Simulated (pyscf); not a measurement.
PySCF, gas phase, ωB97X-D3(BJ)/def2-SVP geometries.

**Question.** For H₂C=C=SiH₂ -> :C=C=SiH₂ [singlet] + hydrogen (H₂), a 1,1-elimination (singlet surface; C–H, C–H broken, H–H formed), PBE/def2-TZVP gives ΔE‡ = 343.6 kJ/mol and ΔE = +303.0 kJ/mol (zero: the reactant's lowest minimum found). In which direction and how far do B3LYP-D3(BJ)/def2-TZVP, M06-2X/def2-TZVP, ωB97M-D3(BJ)/def2-TZVP move these?

**Answer.** B3LYP-D3(BJ): ΔE‡ = 362.2 kJ/mol, ΔE = +284.6 kJ/mol; M06-2X: ΔE‡ = 378.8 kJ/mol, ΔE = +287.3 kJ/mol; ωB97M-D3(BJ): ΔE‡ = 374.8 kJ/mol, ΔE = +283.3 kJ/mol. PBE's barrier lies under all of them, by 18.6 to 35.2 kJ/mol. Its reaction energy lies over all of them, by 15.7 to 19.7 kJ/mol. Low barriers are usual for a GGA, whose delocalisation error favours stretched bonds. H₂C=C=SiH₂ lies 91.0 kJ/mol over its isomer HC≡C–SiH₃ (electronic energy, ωB97M-D3(BJ)/def2-TZVP). This is the saddle that the search found; another between the same sides may lie lower.
